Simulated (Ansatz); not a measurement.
Born–Oppenheimer molecular dynamics of BH6NO (9 atoms, charge 0, multiplicity 1). It starts at the highest image of a converged band, a first-order saddle point between two minima.

The calculation used RKS B3LYP/def2-SVP (Ansatz 0.2.0).

```yaml
ensemble: NVE (velocity Verlet)
time_step: 0.5 fs
steps_asked: 200
starting_velocities_drawn_for: 300 K
seed: 5671
```

First frame:

```xyz
9
Properties=species:S:1:pos:R:3
B 0.167 0.337 0.195
O -0.284 -0.202 1.655
H -1.165 -0.601 1.629
H 1.292 -0.041 -0.044
H -0.699 0.073 -0.621
N 0.082 1.819 0.708
H 0.963 2.320 0.817
H -0.595 2.428 0.253
H -0.321 0.970 1.709
```

Problem. How far do the bonds stretch over the last three quarters of this one trajectory? (Pairs bonded in most of those frames.)

Solution. 
| bond | mean (Å) | spread (Å) | shortest | longest |
| --- | --- | --- | --- | --- |
| B1–H4 | 1.208 | 0.025 | 1.17 | 1.25 |
| B1–H5 | 1.214 | 0.015 | 1.19 | 1.25 |
| B1–N6 | 1.416 | 0.034 | 1.36 | 1.49 |
| O2–H3 | 0.970 | 0.014 | 0.95 | 1.00 |
| O2–H9 | 0.971 | 0.020 | 0.94 | 1.01 |
| N6–H7 | 1.021 | 0.033 | 0.97 | 1.07 |
| N6–H8 | 1.018 | 0.018 | 0.98 | 1.05 |

Mean temperature of the second half: 571 K. The conserved energy stayed within 0.27 meV per atom of its start (net change 0.14 meV per atom), so the integration is sound. The kinetic energy rose, since the run started high on the potential surface and went downhill. It ends in pieces (BH4N + H2O), so much of that is their flight and rotation, not heat. A run of 0.1 ps of so small a system gives no equilibrium averages. The orbitals stay closed-shell, which can raise the energy where a bond breaks towards radicals; this wasn't checked here.

The run took 6.5 min on 1 thread of Arm Neoverse V1, with other jobs on the host, peak memory 0.12 GiB.
